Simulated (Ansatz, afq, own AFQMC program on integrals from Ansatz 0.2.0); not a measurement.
# SiH4 (singlet): AFQMC on the coupled-cluster ladder, 6-31G

One table from this session's results is given with a row withheld; the runs are named, their logs left out.

Computed with Ansatz 0.2.0, Gaussian basis, and an in-house AFQMC program (afq) on its integrals; all values are calculated. Level: 6-31G, frozen cores.

To be run: Full CI; PBE (unrestricted); r2SCAN (unrestricted); PBE0 (unrestricted); B3LYP (unrestricted); wB97M-V (unrestricted); B2PLYP (unrestricted); CCSD(T) on RHF; Full CI; CCSDT(Q) on RHF; CCSDTQ on RHF; CCSD(T) on RHF; CCSD(T) on RHF; Phaseless AFQMC, CISD trial on RHF; Phaseless AFQMC, single-determinant trial on RHF; Free-projection AFQMC, CISD trial on RHF; UHF.

3 further runs of the same task are left out: 3 that didn't finish.

**The geometry**

The geometry is a PBE0/def2-TZVP stationary point (not a proven minimum).

5 atoms, charge 0, spin multiplicity 1.

Atoms are counted from 1 here; the program's logs count them from 0.

Bond lengths: Si1–H2 1.485 Å, Si1–H3 1.485 Å, Si1–H4 1.485 Å, Si1–H5 1.485 Å. Angles: H2–Si1–H3 109.5°, H2–Si1–H4 109.5°, H2–Si1–H5 109.5°, H3–Si1–H4 109.5°, H3–Si1–H5 109.5°, H4–Si1–H5 109.5°.

As a file:

```mol
H4Si
  3D, bonds by distance, orders not assigned

  5  4  0  0  0  0  0  0  0  0999 V2000
    0.0000    0.0000    0.0000 Si  0  0
    0.8558    0.8587    0.8568 H   0  0
   -0.8596   -0.8544    0.8574 H   0  0
   -0.8547    0.8555   -0.8611 H   0  0
    0.8584   -0.8599   -0.8531 H   0  0
  1  2  8  0
  1  3  8  0
  1  4  8  0
  1  5  8  0
M  END
```

Set-up of the first run:

in.yaml reads:

```yaml
crystal:
  periodic: [false, false, false]
  atoms:
    - {symbol: Si, position_ang: [0.000000, 0.000000, 0.000000]}
    - {symbol: H, position_ang: [0.855850, 0.858745, 0.856831]}
    - {symbol: H, position_ang: [-0.859551, -0.854424, 0.857445]}
    - {symbol: H, position_ang: [-0.854730, 0.855535, -0.861149]}
    - {symbol: H, position_ang: [0.858431, -0.859856, -0.853127]}
basis:
  gaussian: {orbitals: 6-31G}
correlation: {method: fci, electrons: outside_noble_gas}
```

Run with:

```bash
ansatz run in.yaml --threads 1 --pin off --events-out ev --progress --plain --max-ram 1843MiB
```

Steps of the session up to this table: Full CI; PBE (unrestricted); r2SCAN (unrestricted); PBE0 (unrestricted); B3LYP (unrestricted); wB97M-V (unrestricted); B2PLYP (unrestricted); CCSD(T) on RHF; CCSDT(Q) on RHF; CCSDTQ on RHF; Phaseless AFQMC, CISD trial on RHF; Phaseless AFQMC, single-determinant trial on RHF; Free-projection AFQMC, CISD trial on RHF; UHF.

One of the session's tables, all rows but one given; the rest of the session is left out.

It belongs to the step «AFQMC on the ladder». On the RHF determinant, counted from full CI (exact for this spin and basis):

```
                                                             level  from full CI (meV)
                                                                HF             +2343.8
                                                               MP2              +669.7
                                                              CCSD                   ?
                                                           CCSD(T)                +9.2
                                                          CCSDT(Q)                +0.2
                                                            CCSDTQ                 0.0
                                                           full CI                 0.0
              Phaseless AFQMC, CISD trial, step 0.005, 200 walkers                 0.0
Phaseless AFQMC, single-determinant trial, step 0.005, 400 walkers               +18.9
         Free-projection AFQMC, CISD trial, step 0.03, 200 walkers                -2.2
```

Q: Estimate the row for CCSD from the others.

The run gave: from full CI (meV): +32.0. In the column «from full CI (meV)» it lies between Phaseless AFQMC, single-determinant trial, step 0.005, 400 walkers (+18.9) and MP2 (+669.7).

Limits of these values: On RHF the phaseless walk with the CISD trial lies 0.0 meV from full CI, within three error bars.
